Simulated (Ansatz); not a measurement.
Species: CH3S, net charge -1, singlet state. It need not be the lowest isomer of its formula. Whether it binds its extra electron was not tested at this geometry. 
Structure (B3LYP-D3(BJ)/def2-TZVP (Ansatz, a first-principles code) minimum search):
```
C
H 1 1.0953
H 1 1.0953 2 110.72
S 1 1.7522 2 112.96 3 -127.82
H 4 1.4124 1 112.06 2 63.32
```
Charge -1, spin multiplicity 1.

Parts of the frozen-core correlation energy in STO-3G (Ansatz, hartree). Frozen orbitals: 6; correlated occupied orbitals by spin: 7 and 7; virtual: 4 and 4. Spin-orbit coupling is left out. Non-relativistic.

| term | value |
|---|---|
| reference (HF) | -432.03211 |
| MP2 opposite-spin | -0.05883 |
| MP2 same-spin | -0.00532 |
| CCSD correlation | -0.08953 |
| (T) | -0.00104 |
| FCI minus CCSD(T) | -0.00040 |
| T1 diagnostic | 0.014 |
| largest doubles amplitude | 0.074 |
